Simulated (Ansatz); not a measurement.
# SO, triplet in cc-pV(T+d)Z: errors against RCCSDT(Q)

Geometry: MP2(full)/6-31G*, from the G2/97 set.

```xyz
2

O     0.0000    0.0000    0.0000
S     0.0000    0.0000    1.5240
```

Basis cc-pV(T+d)Z; Ansatz 0.2.0. Correlated methods freeze the noble-gas cores, which leaves 12 electrons in 63 orbitals. R marks a restricted (for open shells ROHF) determinant, U an unrestricted one. Active spaces: valence = (12e, 8o) chosen from the atoms' valence shells.

Full CI isn't at hand for all of this; RCCSDT(Q) serves as the reference, and is uncertain by about the last step of the cluster series. The frozen core follows each run's orbitals, which can shift R against U totals by a few meV.

For open shells CISD is restricted-active-space CI with the open shells as a complete middle space.

The UHF ⟨S²⟩ is 2.058 and the T1 diagnostic (RCCSD) is 0.0302. The largest doubles amplitude (RCCSD) is 0.078. The T1 diagnostic (UCCSD) is 0.0204.

Task: From what is known of these methods and the diagnostics, rank them by the size of their error in total energy against RCCSDT(Q) in cc-pV(T+d)Z, smallest first (an estimate: the text doesn't fix the numbers).
A. UMP2
B. CISD
C. MRCISD+Q (valence space)
D. CASSCF (valence space)
E. BCCD(T)

Result: E (55 meV), C (231 meV), A (926 meV), B (1505 meV), D (9863 meV).

All errors are against RCCSDT(Q) in cc-pV(T+d)Z. Within each family the higher level lies nearer, as is usual though not guaranteed.

Natural occupations of CASSCF (valence space) about the gap: 1.962 1.962 1.961 1.037 1.037 0.043; effectively unpaired electrons, Σ n²(2−n)², 2.02.

Atomization energy (electronic, same basis, no zero-point term; atoms at the same level, unrestricted beside the R rows where the molecule is a closed shell, with restricted open-shell steps beyond CCSDT(Q)) at RCCSDT(Q): 489.7 kJ/mol. Errors of other levels:

```tsv
level	error (kJ/mol)
RHF	-292.4
UHF	-276.5
RMP2	64.8
UMP2	37.9
CISD	-106.3
RCCSD	-35.4
UCCSD	-33.4
RCCSD(T)	-1.5
UCCSD(T)	-2.9
BCCD(T)	-2.0
RCCSDT	-4.0
UCCSDT	-4.1
UCCSDT(Q)	0.2
CASSCF (valence space)	-110.8
NEVPT2 (valence space)	4.3
MRCISD (valence space)	-59.1
MRCISD+Q (valence space)	-18.7
```

This basis is far from its limit, so the value isn't to be set against a measured one. Truncated CI isn't size-consistent, which counts against it in atomization.
